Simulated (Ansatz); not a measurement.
Geometry optimisation, RKS B3LYP-D4/6-31G* in Ansatz.

input.yaml

```yaml
crystal:
  periodic: [false, false, false]
  atoms:
    - { symbol: Si, position_ang: [0.390664, 0.008423, -0.076539] }
    - { symbol: H, position_ang: [0.535529, 0.024665, 1.384194] }
    - { symbol: H, position_ang: [1.716212, -0.039787, -0.737662] }
    - { symbol: H, position_ang: [-0.356568, 1.214639, -0.511433] }
    - { symbol: F, position_ang: [-0.411166, -1.318617, -0.534537] }
    - { symbol: Si, position_ang: [-2.772937, -0.003706, 1.250923] }
    - { symbol: H, position_ang: [-3.076949, -0.903881, 0.112415] }
    - { symbol: H, position_ang: [-3.417821, -0.504408, 2.499895] }
    - { symbol: H, position_ang: [-3.230304, 1.373258, 0.920932] }
    - { symbol: H, position_ang: [-1.33476, 0.043415, 1.535913] }
basis:
  gaussian: { orbitals: "6-31G*" }
hamiltonian:
  xc: b3lyp
  dispersion: d4
relax:
  f_tol: 0.03
  max_steps: 50
```

Run as:

```bash
$ ansatz run input.yaml --threads 1 --pin off --max-ram 2048MiB --backend cpu --events-out ev --progress --plain --runs-dir out
```

**Question.** Where does it end, and by what steps?

**Answer.** The forces met the threshold. The force dipped under the threshold on the way, but the program's further checks kept it going. After 10 steps the energy has fallen by 0.274 eV; H2 moved furthest, 0.81 Å.

```json
{"step": "0", "energy less start (eV)": "0.0000", "largest force component (eV/Å)": "0.562", "accepted": "yes"}
{"step": "1", "energy less start (eV)": "-0.1688", "largest force component (eV/Å)": "0.206", "accepted": "yes"}
{"step": "2", "energy less start (eV)": "-0.2524", "largest force component (eV/Å)": "0.173", "accepted": "yes"}
{"step": "3", "energy less start (eV)": "-0.2543", "largest force component (eV/Å)": "0.690", "accepted": "yes"}
{"step": "4", "energy less start (eV)": "-0.2669", "largest force component (eV/Å)": "0.286", "accepted": "yes"}
{"step": "5", "energy less start (eV)": "-0.2718", "largest force component (eV/Å)": "0.023", "accepted": "yes"}
{"step": "6", "energy less start (eV)": "-0.2726", "largest force component (eV/Å)": "0.163", "accepted": "yes"}
{"step": "7", "energy less start (eV)": "-0.2734", "largest force component (eV/Å)": "0.059", "accepted": "yes"}
{"step": "8", "energy less start (eV)": "-0.2738", "largest force component (eV/Å)": "0.004", "accepted": "yes"}
{"step": "9", "energy less start (eV)": "-0.2740", "largest force component (eV/Å)": "0.015", "accepted": "yes"}
{"step": "10", "energy less start (eV)": "-0.2741", "largest force component (eV/Å)": "0.010", "accepted": "yes"}
```

```xyz
10
Properties=species:S:1:pos:R:3
Si 0.763 -0.014 -0.212
H 1.309 -0.064 1.168
H 1.872 -0.113 -1.195
H 0.025 1.258 -0.417
F -0.245 -1.254 -0.436
Si -3.136 0.011 1.383
H -3.128 -0.905 0.217
H -3.956 -0.572 2.477
H -3.713 1.322 0.984
H -1.751 0.225 1.876
```

Run time: 33 s on 1 thread of Arm Neoverse V1, with other jobs on the host, peak memory 0.13 GiB.
